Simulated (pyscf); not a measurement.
PySCF, gas phase, ωB97X-D3(BJ)/def2-SVP geometries.

Problem. For O=Os(=O)(=O)(OH)–OH → O=Os(=O)(=O)=O + water (H₂O), an elimination (singlet surface; O–Os, H–O broken, H–O formed), PBE/def2-TZVP gives ΔE‡ = 9.2 kcal/mol and ΔE = -14.1 kcal/mol (zero: the reactant's lowest minimum found). In which direction and how far do r²SCAN/def2-TZVP, M06-2X/def2-TZVP, ωB97M-D3(BJ)/def2-TZVP move these?

Solution. r²SCAN: ΔE‡ = 11.1 kcal/mol, ΔE = -11.5 kcal/mol; M06-2X: ΔE‡ = 11.2 kcal/mol, ΔE = -17.2 kcal/mol; ωB97M-D3(BJ): ΔE‡ = 11.4 kcal/mol, ΔE = -17.0 kcal/mol. PBE's barrier lies under all of them, by 1.9 to 2.3 kcal/mol. Its reaction energy lies among theirs. On the product side the descent ends in a complex (not fully relaxed), 6.1 kcal/mol under the separated species and 33.3 kcal/mol under the saddle at ωB97X-D3(BJ)/def2-TZVP. This is the saddle that the search found; another between the same sides may lie lower. Elements past Kr carry the def2 core potentials, without spin-orbit coupling.
